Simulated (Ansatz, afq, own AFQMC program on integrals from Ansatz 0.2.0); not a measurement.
**AlH₃, singlet: a scan with AFQMC**

```yaml
atoms:
  - { symbol: Al, position_ang: [0.0000, 0.0000, 0.0000] }
  - { symbol: H, position_ang: [1.5858, 0.0151, -0.0001] }
  - { symbol: H, position_ang: [-0.8059, 1.3658, -0.0028] }
  - { symbol: H, position_ang: [-0.7799, -1.3808, 0.0029] }
```

All coordinates are scaled about the centre. Energies in mEh count from this geometry (1.000) at the same level; the start stands on RHF, each point on the determinant named.

Basis cc-pVDZ. Only valence electrons are correlated. Integrals, coupled cluster, full CI and functionals: Ansatz 0.2.0; the random walks run on the same integrals in our own AFQMC program. ph-AFQMC/CISD is guided by a CISD state made of CCSD amplitudes; releasing the constraint for a short imaginary time cuts its bias at the price of noise, slowly where states lie close. ± is one standard error of the sampling.

Cautions, each for one point or more: (Q) is large, so the cluster series hasn't closed; (T) is large; cluster runs in doubt by the program's own checks; full CI lies below walk and high clusters alike, probably another state; restricted determinant unstable towards unrestricted; strong correlation; the next higher spin lies close; unrestricted determinant spin contaminated.

| scale of all distances | det. | T1 | weight | ⟨S²⟩ | B3LYP | PBE | CCSD(T) |
| --- | --- | --- | --- | --- | --- | --- | --- |
| 0.893 | RHF | 0.007 | 0.94 | pure | 27.9 | 31.7 | 28.1 |
| 1.106 | RHF | 0.011 | 0.93 | pure | 15.9 | 12.1 | 16.7 |
| 1.284 | RHF | 0.018 | 0.90 | pure | 84.9 | 74.9 | 87.2 |
| 1.525 | RHF | 0.034 | 0.80 | pure | 192.6§ | 174.8 | 190.2 |
| 1.719 | UHF‡ | 0.108 | 0.69 | 1.56 | 249.6§ | 236.0§ | 254.1 |
| 2.023 | RHF | 0.068 | 0.56 | pure | 291.1§ | 281.3§ | 289.9 |
| 2.385 | RHF¶ | 0.055 | 0.53 | pure | 312.9§ | 304.0§ | 312.1 |

(1) Estimate the curve of full CI, counted from the same start.

## Answers

(1) 
```json
{"scale of all distances": "0.893", "det.": "RHF", "T1": "0.007", "weight": "0.94", "⟨S²⟩": "pure", "FCI": "28.2", "ph-AFQMC/CISD": "28.2 ± 0.05", "released AFQMC": "28.2 ± 0.02", "CCSDT(Q)": "28.2"}
{"scale of all distances": "1.106", "det.": "RHF", "T1": "0.011", "weight": "0.93", "⟨S²⟩": "pure", "FCI": "16.6", "ph-AFQMC/CISD": "16.6 ± 0.05", "released AFQMC": "16.6 ± 0.03", "CCSDT(Q)": "16.6"}
{"scale of all distances": "1.284", "det.": "RHF", "T1": "0.018", "weight": "0.90", "⟨S²⟩": "pure", "FCI": "86.5", "ph-AFQMC/CISD": "86.8 ± 0.1", "released AFQMC": "86.6 ± 0.06", "CCSDT(Q)": "86.5"}
{"scale of all distances": "1.525", "det.": "RHF", "T1": "0.034", "weight": "0.80", "⟨S²⟩": "pure", "FCI": "187.8", "ph-AFQMC/CISD": "190.4 ± 0.2", "released AFQMC": "–", "CCSDT(Q)": "187.9"}
{"scale of all distances": "1.719", "det.": "UHF‡", "T1": "0.108", "weight": "0.69", "⟨S²⟩": "1.56", "FCI": "242.4", "ph-AFQMC/CISD": "246.7 ± 0.2", "released AFQMC": "–", "CCSDT(Q)": "243.3"}
{"scale of all distances": "2.023", "det.": "RHF", "T1": "0.068", "weight": "0.56", "⟨S²⟩": "pure", "FCI": "283.7", "ph-AFQMC/CISD": "305.7 ± 0.3", "released AFQMC": "–", "CCSDT(Q)": "282.3"}
{"scale of all distances": "2.385", "det.": "RHF¶", "T1": "0.055", "weight": "0.53", "⟨S²⟩": "pure", "FCI": "–", "ph-AFQMC/CISD": "346.3 ± 0.3", "released AFQMC": "–", "CCSDT(Q)": "293.2"}
```

Weight is that of the determinant in the CISD state; at the start T1 is 0.009 and the weight 0.94. ¶ marks points with a poor determinant and no full CI, where no value is sure; they don't count among the departures. A double dagger marks points where the walks on two determinants ended up to 3.5 mEh apart; the lower is shown. Symmetry can't show for every point that it stays on the start's state. A dash marks a missing value, a released energy that hasn't settled or a functional that sits on another state. § marks a functional whose ⟨S²⟩ is too high by over 0.1. Largest departures from full CI where it is shown: CCSD(T) 11.8 mEh at 1.719 (on UHF), ph-AFQMC/CISD 22.0 mEh at 2.023 (on RHF), released AFQMC 0.0 mEh at 1.284 (on RHF) (within the noise), CCSDT(Q) -1.4 mEh at 2.023 (on RHF), B3LYP -1.6 mEh at 1.284, PBE -13.0 mEh at 1.525. Functionals count only at points shown to share the start's state and spin. In this small basis the wave-function levels are far from their limit, so their gap to the functionals isn't the functionals' error.

CCSDT and higher add their correlation energy to the determinant of the CCSD(T) run, since their own runs factorise the integrals more tightly (a shift of under 2 meV). A walk keeps the symmetry of its determinant, which the program's search chose and which needn't be the lowest solution, so a lower state of the same spin and another symmetry isn't excluded. Released energies are given only where the last usable release times agree within the noise; a slower fall can still hide under it.
